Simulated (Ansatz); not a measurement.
Two isomers of C4H6F2: A = `CC/C(F)=C\F`, B = `C[C@@]1(F)C[C@H]1F`.

Isolated molecules relaxed with PBE0-D4/def2-TZVP in Ansatz; ΔE leaves out vibrations. CCSD(T)/CBS adds triple-zeta CCSD(T) − MP2 to the extrapolated MP2 energy (def2 sets, frozen cores). Functionals use def2-TZVPP. B3LYP here is the variant with VWN-RPA as its local correlation; programs differ in this. One conformer a species, not always the lowest.

Q: Which isomer does CCSD(T)/CBS put lower? Give the gap. (An estimate is asked.)

A: Computed: A, by 5.8 kcal/mol.

Q: Give E(B) − E(A) in kcal/mol with B2PLYP, B3LYP, r2SCAN-D4, PBE0-D4, MP2/def2-TZVPP, HF/def2-TZVPP, B3LYP-D4. (Best estimate.)

A: The calculation gave: B2PLYP 6.7, B3LYP 7.8, r2SCAN-D4 4.5, PBE0-D4 3.2, MP2/def2-TZVPP 3.9, HF/def2-TZVPP 6.9, B3LYP-D4 7.6. None reverses the order clearly.

Largest T1 diagnostic: 0.011.

From PBE to PBE0 (25 % exact exchange), in def2-TZVPP and without D4, E(B) − E(A) moves by −2.0 kcal/mol. In def2-TZVPP, CCSD(T) changes the Hartree–Fock value by −1.1 kcal/mol (the triples alone add +0.4 kcal/mol) and MP2 by −3.1 kcal/mol.
